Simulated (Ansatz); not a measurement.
Relaxation of C2H3F2 (7 atoms, charge 1, multiplicity 1), to a largest force component of 0.015 eV/Å in at most 40 steps.

The calculation used RKS r2SCAN/def2-SVP in Ansatz.

```xyz
7
Properties=species:S:1:pos:R:3:forces:R:3
F -1.384 0.504 -1.087 0.37 -0.25 0.32
C -0.343 0.649 -0.393 -0.29 0.40 -0.31
C 0.271 -0.444 0.294 0.31 -1.21 0.49
F 1.369 -0.154 0.991 0.08 0.57 -0.07
H 0.059 1.669 -0.353 0.11 0.39 -0.01
H -0.470 -0.947 0.969 -0.33 0.06 -0.15
H 0.503 -1.274 -0.424 -0.25 0.03 -0.27
```

Task: Where does it end, and by what steps?

Result: The forces met the threshold. After 5 steps the energy has fallen by 0.058 eV; F1 moved furthest, 0.05 Å.

```json
{"step": "0", "energy less start (eV)": "0.0000", "largest force component (eV/Å)": "1.208", "accepted": "yes"}
{"step": "1", "energy less start (eV)": "-0.0474", "largest force component (eV/Å)": "0.612", "accepted": "yes"}
{"step": "2", "energy less start (eV)": "-0.0573", "largest force component (eV/Å)": "0.110", "accepted": "yes"}
{"step": "3", "energy less start (eV)": "-0.0574", "largest force component (eV/Å)": "0.109", "accepted": "yes"}
{"step": "4", "energy less start (eV)": "-0.0545", "largest force component (eV/Å)": "0.294", "accepted": "no"}
{"step": "5", "energy less start (eV)": "-0.0579", "largest force component (eV/Å)": "0.009", "accepted": "yes"}
```

```xyz
7
Properties=species:S:1:pos:R:3
F -1.362 0.464 -1.061
C -0.325 0.650 -0.381
C 0.282 -0.470 0.307
F 1.373 -0.124 0.988
H 0.063 1.688 -0.355
H -0.506 -0.937 0.956
H 0.481 -1.269 -0.457
```

Whether the end is a true minimum wasn't checked by a vibrational analysis.

Time of the run: 34 s on 1 thread of AMD EPYC (Zen 3) (shared host), peak memory 0.13 GiB.
